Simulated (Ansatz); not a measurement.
Process, species as SMILES: O=[O+][O-] → O3- (doublet, bonded as O=[O+][O-]) (an electron is taken up)
B3LYP-D3(BJ)/def2-TZVP geometries, fixed; electronic energies without zero-point terms; positive where energy is released.
Largest species:
```
O
O 1 1.2535
O 1 1.2535 2 118.30
```

How fast the adiabatic electron affinity converges with the basis for several methods (Ansatz, a first-principles code): deviation from each method's own reference, in eV. References: PBE 2.223 eV, the value in aug-pcseg-3; PBE0 2.399 eV, the value in aug-pcseg-3; r2SCAN 2.343 eV, the value in aug-pcseg-3. Cartesian d functions, on some or all atoms, in 6-31+G*; all else is spherical. The T1 diagnostic of CCSD is high for at least one species. A restricted Hartree-Fock determinant is unstable towards unrestricted orbitals. Open shells are unrestricted. No added dispersion term, no relativity. 

| basis | functions | PBE | PBE0 | r2SCAN |
|---|---|---|---|---|
| def2-SVP | 42 | -0.999 | -0.725 | -0.726 |
| pcseg-1 | 42 | -0.498 | -0.275 | -0.267 |
| 6-31+G* | 57 | 0.085 | 0.125 | 0.121 |
| aug-pcseg-1 | 69 | 0.096 | 0.121 | 0.128 |
| def2-TZVPPD | 120 | 0.004 | 0.010 | 0.011 |
| cc-pVQZ | 165 | -0.346 | -0.253 | -0.256 |
| aug-pcseg-3 | 255 | 0.000 | 0.000 | 0.000 |
| cc-pV5Z | 273 | -0.141 | -0.095 | -0.098 |
